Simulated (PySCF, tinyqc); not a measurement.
G0W0 on RHF in the sto-6g basis, for HF, spin multiplicity 1, step by step. The lowest restricted solution is unstable here: a spin-polarised one lies 0.0189 hartree lower (PySCF). One step of it, computed by the program tinyqc.

Question. G0W0 on Hartree-Fock: LUMO. W(p,q,m) = sqrt2 sum_ia (pq|ia) (X+Y)_ia,m; Sigma_c(x) = sum_(i,m) W^2/(x - e_i + w_m) + sum_(a,m) W^2/(x - e_a - w_m); solve x = e_p + Sigma_c(x) by Newton steps; Z = 1/(1 - dSigma/dx); 1 hartree = 27.211386 eV.

orbital energies (hartree): MO1 -26.267900, MO2 -1.421896, MO3 -0.473046, MO4 -0.473046, MO5 -0.459642, MO6 0.289678

Two-electron integrals over orbitals (pq|rs), unique and non-zero (hartree):
```
p,q,r,s,(pq|rs)
1,1,1,1,5.382682
2,1,1,1,-0.537920
2,1,2,1,0.086629
2,2,1,1,1.260439
2,2,2,1,-0.024704
2,2,2,2,0.882697
3,1,3,1,0.030344
3,2,3,1,0.040247
3,2,3,2,0.191304
3,3,1,1,1.265990
3,3,2,1,-0.014312
3,3,2,2,0.901491
3,3,3,3,0.998085
4,1,4,1,0.030344
4,2,4,1,0.040247
4,2,4,2,0.191304
4,3,4,3,0.053789
4,4,1,1,1.265990
4,4,2,1,-0.014312
4,4,2,2,0.901491
4,4,3,3,0.890506
4,4,4,4,0.998085
5,1,1,1,0.085333
5,1,2,1,-0.013489
5,1,2,2,0.005176
5,1,3,3,0.002178
5,1,4,4,0.002178
5,1,5,1,0.017044
5,2,1,1,-0.107558
5,2,2,1,0.004408
5,2,2,2,-0.045172
5,2,3,3,-0.058566
5,2,4,4,-0.058566
5,2,5,1,0.020538
5,2,5,2,0.127675
5,3,3,1,-0.005762
5,3,3,2,-0.023248
5,3,5,3,0.033212
5,4,4,1,-0.005762
5,4,4,2,-0.023248
5,4,5,4,0.033212
5,5,1,1,0.866533
5,5,2,1,-0.007786
5,5,2,2,0.676539
5,5,3,3,0.661750
5,5,4,4,0.661750
5,5,5,1,-0.001684
5,5,5,2,-0.009489
5,5,5,5,0.657193
6,1,1,1,0.092748
6,1,2,1,-0.015420
6,1,2,2,0.003010
6,1,3,3,0.002421
6,1,4,4,0.002421
6,1,5,1,-0.013267
6,1,5,2,-0.022629
6,1,5,5,0.004334
6,1,6,1,0.019177
6,2,1,1,-0.134036
6,2,2,1,0.003918
6,2,2,2,-0.073097
6,2,3,3,-0.072683
6,2,4,4,-0.072683
6,2,5,1,-0.019933
6,2,5,2,-0.082746
6,2,5,5,-0.021140
6,2,6,1,0.019234
6,2,6,2,0.090640
6,3,3,1,-0.005898
6,3,3,2,-0.024178
6,3,5,3,-0.023651
6,3,6,3,0.028103
6,4,4,1,-0.005898
6,4,4,2,-0.024178
6,4,5,4,-0.023651
6,4,6,4,0.028103
6,5,1,1,-0.436971
6,5,2,1,0.006743
6,5,2,2,-0.255688
6,5,3,3,-0.258973
6,5,4,4,-0.258973
6,5,5,1,0.001365
6,5,5,2,0.071210
6,5,5,5,-0.089129
6,5,6,1,-0.003859
6,5,6,2,0.030461
6,5,6,5,0.245649
6,6,1,1,0.821242
6,6,2,1,-0.008298
6,6,2,2,0.626406
6,6,3,3,0.611727
6,6,4,4,0.611727
6,6,5,1,0.008641
6,6,5,2,0.039776
6,6,5,5,0.637551
6,6,6,1,-0.006345
6,6,6,2,-0.048635
6,6,6,5,-0.026228
6,6,6,6,0.661186
```

excitation energies w (hartree): 0.816999  0.816999  1.135484  1.886288  26.595912

X + Y:
```
,1,2,3,4,5
1>6,0.000000,0.000000,0.000687,-0.002738,0.999279
2>6,0.000000,0.000000,-0.074838,0.950792,0.000187
3>6,-0.024520,0.965902,0.000000,0.000000,0.000000
4>6,0.965902,0.024520,0.000000,0.000000,0.000000
5>6,0.000000,0.000000,0.810839,0.038419,-0.000016
```

Give: The 12 largest terms at x = e_p; Newton steps; quasiparticle energy of the LUMO; Hartree-Fock value.

Answer.

The 12 largest terms at x = e_p (hartree; W for the signs of X + Y given):
```
q,m,W,term
5,3,0.2785,0.0411
2,4,0.1235,0.0042
6,4,-0.0668,-0.0024
5,4,0.0543,0.0011
4,1,0.0384,0.0009
3,2,0.0384,0.0009
6,3,-0.0249,-0.0005
2,3,0.0254,2.26e-04
2,5,0.0272,2.61e-05
1,4,0.0256,2.30e-05
1,5,0.0271,1.38e-05
6,5,-0.0090,-3.03e-06
```

Newton steps (hartree):
```
step,x,Sigma_c(x),Z
0,0.2897,0.0457,0.9743
1,0.3342,0.0446,0.9752
2,0.3343,0.0446,0.9752
```

quasiparticle energy of the LUMO = 9.0957 eV

Hartree-Fock value = 7.8825 eV
